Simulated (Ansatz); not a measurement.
Mulliken charges of CH6B2 (`BBC`) from ωB97M-V/def2-TZVPP in Ansatz (PBE0-D4/def2-TZVP geometry).

```csv
atom,x (Å),y (Å),z (Å),charge (e)
B1,-0.695,0.798,-1.213,-0.222
B2,0.279,0.447,0.057,-0.012
C3,0.338,-0.877,0.887,-0.337
H4,-0.386,0.555,-2.348,0.083
H5,-1.751,1.354,-1.071,0.082
H6,1.068,1.308,0.371,0.069
H7,-0.453,-1.603,0.697,0.106
H8,1.298,-1.355,0.642,0.113
H9,0.392,-0.674,1.961,0.116
```

By hand: the dipole of these point charges (1 e Å = 4.8032 D).

Σ q r = (0.079, -0.041, 0.086) e Å, of length 0.124 e Å = 0.60 D.

How does the dipole of the full density compare? (Best estimate.)

Computed: (0.034, -0.114, 0.086) e Å, 0.71 D; the point charges give 0.85 times that, at 36° from its direction.

Point charges leave out the atoms' own dipoles, such as those of lone pairs, and Mulliken's split depends on the basis, so the two needn't agree.
